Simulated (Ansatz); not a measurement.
**InH2⁻, singlet: the ladder up to full CI**

Geometry: a point of a stretch scan, not a stationary point.

```tsv
atom	x (Å)	y (Å)	z (Å)
In	0.0000	-0.0250	-0.0026
H	0.0000	1.2770	-1.3674
H	0.0000	1.5674	1.6667
```

Basis def2-SVPD with its core potentials; Ansatz 0.2.0. Only valence electrons are correlated (noble-gas cores and the filled d shells of p-block atoms frozen), which leaves 6 electrons in 39 orbitals. R marks a restricted (for open shells ROHF) determinant, U an unrestricted one. Active spaces: pair = (2e, 2o) about the gap; valence = (6e, 6o) chosen from the atoms' valence shells. No spin–orbit coupling is included; scalar relativity enters through the core potentials alone.

Full CI is exact within this basis and frozen core; it isn't the basis-set limit. The frozen core follows each run's orbitals, which can shift R against U totals by a few meV for light atoms and by up to 0.1 eV past Ca.

The UHF ⟨S²⟩ is 0.183. The T1 diagnostic (RCCSD) is 0.0181 and the largest doubles amplitude (RCCSD) is 0.085.

```json
{"level": "RHF", "E − E(full CI) (meV)": "2906", "share of correlation (%)": "0.00", "wall time": "–"}
{"level": "RMP2", "E − E(full CI) (meV)": "815", "share of correlation (%)": "71.96", "wall time": "–"}
{"level": "RCCSD", "E − E(full CI) (meV)": "85", "share of correlation (%)": "97.07", "wall time": "–"}
{"level": "RCCSD(T)", "E − E(full CI) (meV)": "23", "share of correlation (%)": "99.22", "wall time": "0.57 s"}
{"level": "BCCD(T)", "E − E(full CI) (meV)": "22", "share of correlation (%)": "99.23", "wall time": "0.67 s"}
{"level": "RCCSDT", "E − E(full CI) (meV)": "3", "share of correlation (%)": "99.88", "wall time": "–"}
{"level": "RCCSDT(Q)", "E − E(full CI) (meV)": "1", "share of correlation (%)": "99.98", "wall time": "2.5 s"}
{"level": "RCCSDTQ", "E − E(full CI) (meV)": "0", "share of correlation (%)": "100.00", "wall time": "10 s (H100)"}
{"level": "CASSCF (pair space)", "E − E(full CI) (meV)": "2395", "share of correlation (%)": "17.58", "wall time": "–"}
{"level": "NEVPT2 (pair space)", "E − E(full CI) (meV)": "737", "share of correlation (%)": "74.62", "wall time": "1 s"}
{"level": "MRCISD (pair space)", "E − E(full CI) (meV)": "158", "share of correlation (%)": "94.55", "wall time": "–"}
{"level": "MRCISD+Q (pair space)", "E − E(full CI) (meV)": "-34", "share of correlation (%)": "101.18", "wall time": "1 s"}
{"level": "CASSCF (valence space)", "E − E(full CI) (meV)": "1595", "share of correlation (%)": "45.12", "wall time": "–"}
{"level": "NEVPT2 (valence space)", "E − E(full CI) (meV)": "591", "share of correlation (%)": "79.67", "wall time": "1.4 s"}
{"level": "MRCISD (valence space)", "E − E(full CI) (meV)": "78", "share of correlation (%)": "97.31", "wall time": "–"}
{"level": "MRCISD+Q (valence space)", "E − E(full CI) (meV)": "0", "share of correlation (%)": "100.00", "wall time": "1.7 s"}
```

The correlation energy at full CI, counted from RHF, is -2.906 eV. That run took 18 s on 2 threads of AMD EPYC 7R13 with a shared H100 80 GB, shared host over 41,882,185 determinants.

Run but not shown, since their state, orbitals or frozen core can't be matched to the reference's or they repeat it: UHF.

Times hold each run's SCF and search for its determinant on a shared host, so for small cases they say little of a method's own cost; rows without a card ran on 1 thread of AMD EPYC 7R13.

More than 5 meV below full CI, which no variational method can be: MRCISD+Q (pair space).

The full-CI state has the irrep A' of Cs, in the program's axes.

Natural occupations of full CI about the gap: 1.947 1.922 1.885 0.061 0.056 0.039 0.014 0.012 0.011 0.009; effectively unpaired electrons, Σ n²(2−n)², 0.11.
